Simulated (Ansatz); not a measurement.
# AlH₅S: a saddle search

Aim: find the first-order saddle near the start with the program's own search, from a guess of the mode.

Computed with Ansatz 0.2.0, Gaussian basis. Level: BHLYP-D4/def2-TZVP.

### 1 The starting structure

The start, a known saddle point with all atoms moved at random by about 0.06 Å a coordinate: 7 atoms, charge 0, spin multiplicity 1.

Atoms are counted from 1 here; the program's logs count them from 0.

Bond lengths: Al1–H2 1.688 Å, Al1–H3 1.571 Å, Al1–H4 1.615 Å, Al1–H5 1.703 Å, Al1–S6 2.395 Å, H5–S6 1.530 Å, S6–H7 1.415 Å. Angles: H2–Al1–H3 110.2°, H2–Al1–H4 114.6°, H2–Al1–H5 41.3°, H2–Al1–S6 80.8°, H3–Al1–H4 127.0°, H3–Al1–H5 111.0°, H3–Al1–S6 101.4°, H4–Al1–H5 121.1°, H4–Al1–S6 112.1°, H5–Al1–S6 39.5°, Al1–H5–S6 95.5°, Al1–S6–H5 45.1°, Al1–S6–H7 96.5°, H5–S6–H7 92.0°.

As a file:

```xyz
7
AlH5S
Al   -0.72334   -0.49855   -0.01734
H     0.36355   -0.77760    1.24409
H    -0.76318   -1.73723   -0.98244
H    -1.95035    0.48290    0.35591
H     0.87893   -0.10210    0.40203
S     1.16667    0.70231   -0.86715
H     0.88514    1.92651   -0.21606
```

### 2 The search

run/in.yaml reads:

```yaml
crystal:
  periodic: [false, false, false]
  atoms:
    - {symbol: Al, position_ang: [-0.723342, -0.498551, -0.017343]}
    - {symbol: H, position_ang: [0.363546, -0.777595, 1.244088]}
    - {symbol: H, position_ang: [-0.763175, -1.737234, -0.982441]}
    - {symbol: H, position_ang: [-1.950351, 0.482898, 0.355908]}
    - {symbol: H, position_ang: [0.878926, -0.102101, 0.402030]}
    - {symbol: S, position_ang: [1.166673, 0.702308, -0.867151]}
    - {symbol: H, position_ang: [0.885136, 1.926506, -0.216059]}
basis:
  gaussian: {orbitals: def2-TZVP}
hamiltonian: {xc: {name: BHLYP}, dispersion: d4}
saddle:
  f_tol: 0.02
  max_steps: 40
  mode_guess:
    - [0.1435, 0.2924, -0.4593]
    - [0.2550, 0.0398, -0.0251]
    - [0.0122, -0.0471, 0.0929]
    - [0.1036, -0.0446, 0.1269]
    - [-0.3649, -0.3787, 0.4945]
    - [-0.1336, 0.0559, -0.1285]
    - [-0.0158, 0.0821, -0.1014]
```

Command:

```sh
$ ansatz run in.yaml --threads 2 --pin off --events-out ev --progress --plain --max-ram 4352MiB
```

Standard output (excerpt; [...] marks lines left out):

```text
Functional definition: BHLYP
  name "BHLYP"
  cite "Becke, J. Chem. Phys. 98, 1372 (1993) doi:10.1063/1.464304"
  cite "Becke, Phys. Rev. A 38, 3098 (1988) doi:10.1103/PhysRevA.38.3098"
  cite "Lee, Yang & Parr, Phys. Rev. B 37, 785 (1988) doi:10.1103/PhysRevB.37.785"
[...]
806 factors; their error is unknown
[...]
mean field -17512.89787465 eV, -643.5871262248 hartree, gradient 6.7e-5 eV, S^2 0.000000; 0 other end points of the search recorded, 0 dependent functions left out
[...]
reference -17512.89804455 eV, -643.5871324687 hartree; 17, 17 occupied and 87, 87 virtual orbitals, 806 factors
[... from here to the last solve, the lines of the solves are left out (54 solves) ...]
saddle step   1: F+E_penalty+E_count = -17513.04332766 eV  max|allowed force component| = 1.795e0 eV/Å  curvature = -6.2150 eV/Å²  mode residual = 1.92e0 eV/Å²  Δτ_max = 0.0000 Å  (1 rotations, 3 force calls, 67 SCF iters)  cluster: 3 rotations left out, max|force component along them| = [...]
saddle step   3: F+E_penalty+E_count = -17513.24737018 eV  max|allowed force component| = 3.244e-1 eV/Å  curvature = -8.4938 eV/Å²  mode residual = 1.46e0 eV/Å²  Δτ_max = 0.0664 Å  (1 rotations, 3 force calls, 66 SCF iters)  cluster: 3 rotations left out, max|force component along them| = [...]
saddle step   7: F+E_penalty+E_count = -17513.25561090 eV  max|allowed force component| = 5.758e-2 eV/Å  curvature = -9.0189 eV/Å²  mode residual = 3.02e-1 eV/Å²  Δτ_max = 0.0098 Å  (1 rotations, 3 force calls, 69 SCF iters)  cluster: 3 rotations left out, max|force component along them| [...]
saddle step   8: F+E_penalty+E_count = -17513.25595160 eV  max|allowed force component| = 1.911e-2 eV/Å  curvature = -8.9697 eV/Å²  mode residual = 1.99e-1 eV/Å²  Δτ_max = 0.0095 Å  (1 rotations, 6 force calls, 116 SCF iters)  cluster: 3 rotations left out, max|force component along them| [...]
saddle step   9: F+E_penalty+E_count = -17513.25620326 eV  max|allowed force component| = 7.967e-3 eV/Å  curvature = -8.8009 eV/Å² (error put at 0.0068; -8.8075 at half of saddle.amplitude)  mode residual = 1.76e-1 eV/Å²  Δτ_max = 0.0170 Å  (1 rotations, 28 force calls, 532 SCF iters)  [...]
Total energy: -17513.25637326 eV, -643.6003008059 hartree
Atom 0 at    -0.745482    -0.496693    -0.079100 Å, force    -0.007967    -0.000854    -0.005905 eV/Å
Atom 1 at     0.349308    -0.745672     1.186957 Å, force     0.002301    -0.000626     0.001987 eV/Å
Atom 2 at    -0.844861    -1.784294    -0.959618 Å, force    -0.000520     0.000859     0.000153 eV/Å
Atom 3 at    -1.895168     0.473797     0.347738 Å, force     0.000914    -0.000468     0.000874 eV/Å
Atom 4 at     0.976205    -0.095108     0.478776 Å, force     0.005746     0.001245     0.003115 eV/Å
Atom 5 at     1.181369     0.759469    -0.841665 Å, force    -0.000478     0.003007     0.003375 eV/Å
Atom 6 at     0.836041     1.884732    -0.214055 Å, force     0.000005    -0.003164    -0.003598 eV/Å
Dipole moment:     0.091340     0.194327     0.107196 e Å
```

Wall time 65 s (2 threads of Arm Neoverse V1, shared host).

Step by step:

| step | energy from step 1 (eV) | largest force component (eV/Å) |
| --- | --- | --- |
| 1 | 0.0000 | 1.7954 |
| 2 | -0.1592 | 0.9156 |
| 3 | -0.2040 | 0.3244 |
| 4 | -0.2057 | 0.2476 |
| 5 | -0.2107 | 0.1107 |
| 6 | -0.2114 | 0.0723 |
| 7 | -0.2123 | 0.0576 |
| 8 | -0.2126 | 0.0191 |
| 9 | -0.2129 | 0.0080 |

Close pairs (by a distance rule), those that changed most:

| bond | before (Å) | after (Å) | change (Å) |
| --- | --- | --- | --- |
| Al1–H5 | 1.703 | 1.854 | +0.151 |
| S6–H7 | 1.415 | 1.334 | -0.081 |
| H5–S6 | 1.530 | 1.586 | +0.056 |
| Al1–H4 | 1.615 | 1.564 | -0.051 |
| Al1–S6 | 2.395 | 2.423 | +0.028 |
| Al1–H3 | 1.571 | 1.563 | -0.008 |
| Al1–H2 | 1.688 | 1.692 | +0.004 |

### 3 Summary of results

```
                  quantity         value
                     steps             9
             energy change  -20.5 kJ/mol
        last largest force   0.0080 eV/Å
       RMSD from the start       0.080 Å
RMSD from the known saddle       0.019 Å
```

What this shows: It converged in 9 steps at a force tolerance of 0.02 eV/Å. It is back at the known saddle, up to the shift that another level brings.
